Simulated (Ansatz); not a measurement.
# C4H8Cl2: basis-set convergence

One table from this session's results is given with a row withheld; the runs are named, their logs left out.

The runs use Ansatz 0.2.0, Gaussian basis; one geometry, several basis sets.

Plan: PBE0-D4/def2-SVP; ωB97M-V/def2-SVP; PBE0-D4/def2-QZVPP; ωB97M-V/def2-QZVPP; the functionals' def2-TZVPP values are taken from earlier runs.

## Structure used throughout

The geometry comes from an earlier relaxation with PBE0-D4 in a triple-zeta def2 set; it is a stationary point, not always the lowest conformer.

14 atoms, charge 0, spin multiplicity 1.

Atoms are counted from 1 here; the program's logs count them from 0.

Bond lengths: Cl1–C2 1.790 Å, C2–C3 1.509 Å, C2–H7 1.090 Å, C2–H8 1.089 Å, C3–C4 1.517 Å, C3–H9 1.095 Å, C3–H10 1.096 Å, C4–C5 1.509 Å, C4–H11 1.095 Å, C4–H12 1.096 Å, C5–Cl6 1.790 Å, C5–H13 1.090 Å, C5–H14 1.089 Å. Angles: Cl1–C2–C3 112.3°, Cl1–C2–H7 106.3°, Cl1–C2–H8 106.1°, C3–C2–H7 111.6°, C3–C2–H8 111.4°, H7–C2–H8 108.9°, C2–C3–C4 113.7°, C2–C3–H9 109.3°, C2–C3–H10 107.3°, C4–C3–H9 110.0°, C4–C3–H10 109.4°, H9–C3–H10 106.8°, C3–C4–C5 113.7°, C3–C4–H11 110.0°, C3–C4–H12 109.4°, C5–C4–H11 109.3°, C5–C4–H12 107.3°, H11–C4–H12 106.8° and more.

Set-up of the first run:

in.yaml

```yaml
crystal:
  periodic: [false, false, false]
  atoms:
    - {symbol: Cl, position_ang: [-0.417640, -2.555868, -1.320125]}
    - {symbol: C, position_ang: [0.856051, -1.697558, -0.400015]}
    - {symbol: C, position_ang: [0.301081, -0.557010, 0.418049]}
    - {symbol: C, position_ang: [-0.301161, 0.556975, -0.418040]}
    - {symbol: C, position_ang: [-0.856006, 1.697581, 0.400027]}
    - {symbol: Cl, position_ang: [0.417814, 2.555897, 1.319949]}
    - {symbol: H, position_ang: [1.581825, -1.349019, -1.135508]}
    - {symbol: H, position_ang: [1.328446, -2.447153, 0.232815]}
    - {symbol: H, position_ang: [-0.444585, -0.944519, 1.120041]}
    - {symbol: H, position_ang: [1.124159, -0.156754, 1.020162]}
    - {symbol: H, position_ang: [0.444477, 0.944421, -1.120097]}
    - {symbol: H, position_ang: [-1.124302, 0.156746, -1.020084]}
    - {symbol: H, position_ang: [-1.581708, 1.349101, 1.135620]}
    - {symbol: H, position_ang: [-1.328453, 2.447159, -0.232785]}
basis:
  gaussian: {orbitals: def2-SVP}
hamiltonian: {xc: pbe0, dispersion: d4}
output: {orbitals: {seedname: orbitals}}
```

On the command line:

```sh
$ ansatz run in.yaml --threads 2 --pin off --events-out ev --progress --plain --max-ram 22528MiB --backend cpu
```

Among the steps run: PBE0-D4 in def2-SVP; ωB97M-V in def2-SVP; PBE0-D4 in def2-QZVPP; ωB97M-V in def2-QZVPP.

One table of the session follows, with a row left open; its other results are not shown here.

It belongs to the step «Functionals by basis». 

| functional | basis | HOMO (eV) | LUMO (eV) |
| --- | --- | --- | --- |
| PBE0-D4 | def2-SVP | ? | ? |
| PBE0-D4 | def2-TZVPP | -8.38 | 0.81 |
| PBE0-D4 | def2-QZVPP | -8.42 | 0.45 |
| ωB97M-V | def2-SVP | -10.47 | 3.27 |
| ωB97M-V | def2-TZVPP | -10.69 | 2.55 |
| ωB97M-V | def2-QZVPP | -10.74 | 1.79 |

Estimate the missing values for PBE0-D4, def2-SVP.

As computed: HOMO (eV): -8.19; LUMO (eV): 1.33. In the column «HOMO (eV)» it is the highest.
